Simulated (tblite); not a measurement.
**Question.** Give a GFN2-xTB geometry of InChI=1S/C4H8N2/c1-4(2)6-5-3/h3H2,1-2H3.

**Answer.** 
```xyz
14
C4H8N2 angstrom
C      2.678   -0.492    0.249
N      1.767    0.012    0.964
N      0.735    0.683    0.580
C     -0.465    0.329    0.400
C     -0.945   -1.095    0.424
C     -1.490    1.390    0.155
H      3.543   -0.887    0.754
H      2.648   -0.544   -0.838
H     -0.144   -1.764    0.733
H     -1.781   -1.198    1.113
H     -1.288   -1.390   -0.568
H     -2.062    1.161   -0.742
H     -1.012    2.358    0.040
H     -2.186    1.438    0.993
```

Orientation and origin are arbitrary. Atoms count from 1 in this order. Of the pairs four or more bonds apart, N2···H9 is among the closest relative to their van der Waals radii: 2.62 Å, 95 % of the sum of Bondi's values. N2 (C=N nitrogen) is bent (angle 128.1°).

Bonds between heavy atoms (Å): C1=N2 1.262, N2–N3 1.289, N3=C4 1.264, C4–C5 1.503, C4–C6 1.496.

Structure optimised with GFN2-xTB, isolated species.

Point group: C1 (no symmetry element, even within 0.4 Å). Its GFN2-xTB frequencies are all real (lowest 74 cm⁻¹). One conformer, not necessarily the lowest (C1–N2–N3–C4 99°). 2 starts were optimised and ended at 0.00 and 9.46 kcal/mol (GFN2-xTB); the lowest of these is shown.

The numbers are calculated, not measured.
